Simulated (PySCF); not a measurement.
**C4H3N: geometry, NMR shifts, spin-spin couplings, electronic excitations and core binding energies**

Aim: predict the NMR shifts, spin-spin couplings, electronic excitations and core binding energies of C4H3N (`C#C[C@@H]1C=N1`).

Computed with PySCF 2.14.0, with density-fitted response routines of our own, on a single molecule in the gas phase. Atoms are numbered from 0 throughout.

### 1 The molecule as given

8 atoms, charge 0, multiplicity 1; geometry from: MMFF94s. The atoms were then displaced at random by about 0.03 Å, so the start is not that level's minimum.

Bonds of the start (Å): C0–C1 1.24, C1–C2 1.47, C2–C3 1.28, C3–N4 1.22, N4–C2 1.50, C0–H5 1.05, C2–H6 1.07, C3–H7 1.13.

### 2 Relaxing the molecule at PBE0-D3(BJ)/def2-SVP

Job settings and geometry (Å):

```
{"job": {"xc": "PBE0", "basis": "def2-SVP", "d3": "d3bj", "grid": 1, "shake": 0.03, "kind": "geom"}, "charge": 0, "multiplicity": 1}
C      1.964220     0.678900     0.296330
C      0.881270     0.131410     0.033070
C     -0.354700    -0.592150    -0.276920
C     -1.470650    -0.027640     0.012920
N     -1.258880    -0.848000     0.897150
H      2.782420     1.306920     0.506350
H     -0.199900    -1.425880    -0.936090
H     -2.205550     0.690780    -0.461030
```

The run is started by

```sh
$ OMP_NUM_THREADS=1 python probes_run.py task.json out
```

This one command runs all jobs of the session in turn.

**Question.** This job is followed by: GIAO PBE0/pcSseg-1 NMR shielding, non-relativistic, gas phase; B3LYP/pcJ-1 indirect spin-spin coupling, non-relativistic, gas phase; TDDFT wB97X-D/def2-SVPD, vertical, gas phase, core orbitals frozen in the response; GIAO B97-2/pcSseg-2 NMR shielding, non-relativistic, gas phase; delta-SCF UKS SCAN, pcX-2 on the ionised atom, pcseg-1 elsewhere, spin-free X2C. What will the session give for the following? point group; rotational constants (main isotopes); 13C shifts against TMS (PBE0/pcSseg-1); 1H shifts against TMS (PBE0/pcSseg-1); 15N shifts against NH3 (PBE0/pcSseg-1); surface potential, 1st and 99th percentile; largest coupling of the table (B3LYP/pcJ-1); lowest singlet (wB97X-D/def2-SVPD); brightest single state of those computed; lowest triplet; vertical ionisation energy (ΔSCF); C1s binding energies, SCAN/pcX-2 (standing for 2 of 4 atoms); N1s binding energies, SCAN/pcX-2; range of the shift of N4.

**Answer**, as computed:

| quantity | value |
| --- | --- |
| point group | C1 |
| rotational constants (main isotopes) | 22.58, 3.43, 3.37 GHz |
| 13C shifts against TMS (PBE0/pcSseg-1) | 169.9, 89.0, 71.0, 15.5 ppm |
| 1H shifts against TMS (PBE0/pcSseg-1) | 9.86, 2.09, 1.67 ppm |
| 15N shifts against NH3 (PBE0/pcSseg-1) | 354.8 ppm |
| surface potential, 1st and 99th percentile | -1.52 V and 1.75 V |
| largest coupling of the table (B3LYP/pcJ-1) | 1J(C,H) C0–H5, 275.6 Hz |
| lowest singlet (wB97X-D/def2-SVPD) | 5.01 eV (248 nm), f = 0.006 |
| brightest single state of those computed | state 10, 8.23 eV, f = 0.291 |
| lowest triplet | 4.40 eV |
| vertical ionisation energy (ΔSCF) | 9.68 eV |
| C1s binding energies, SCAN/pcX-2 (standing for 2 of 4 atoms) | C2 292.68, C0 290.42 eV |
| N1s binding energies, SCAN/pcX-2 | N4 405.64 eV |
| range of the shift of N4 | 343.1 to 354.8 ppm |

**Reading.** The start was shaken at random, so part of the energy gained undoes that. Relaxing lowered the energy by 0.999 eV in 8 steps; the close pair that moved most is C2–C3, from 1.284 to 1.454 Å. No frequency check was run at this level, so the end point may be a saddle. At PBE0/pcSseg-1: The largest span, 692 ppm, is at N4, where the paramagnetic term is -413 ppm. At PBE0/pcSseg-1, counted by nearest atom on the grid, the HOMO lies on C0 32 %; C1 19 %, the LUMO on N4 39 %; C3 39 %. In the run at B3LYP/pcJ-1, the largest coupling of the table is C0–H5, 275.6 Hz, of which the Fermi-contact term gives 275.7 Hz. The first singlet state (HOMO→LUMO 0.86, HOMO−3→LUMO 0.10) lies at 5.01 eV and is weak; of the 10 states computed, the strongest absorption comes from states 9 to 10 together at 8.23 eV (the last computed, so partners may be missing). The lowest triplet lies 0.61 eV below the lowest singlet (triplets in Tamm-Dancoff, singlets in full TDDFT). ΔSCF puts the ionisation energy at 9.68 eV, 0.42 eV above −ε(HOMO). The C1s levels kept as sound span 2.27 eV, from C0 (terminal alkyne carbon) up to C2 (three-membered-ring carbon). Only 2 of the 4 C atoms are covered by sound results. In ppm, N4 moves most: its shift spreads over 11.7 ppm, from 343.1 (B97-2/pcSseg-2) to 354.8 (PBE0/pcSseg-1). Part of that comes from the computed reference.
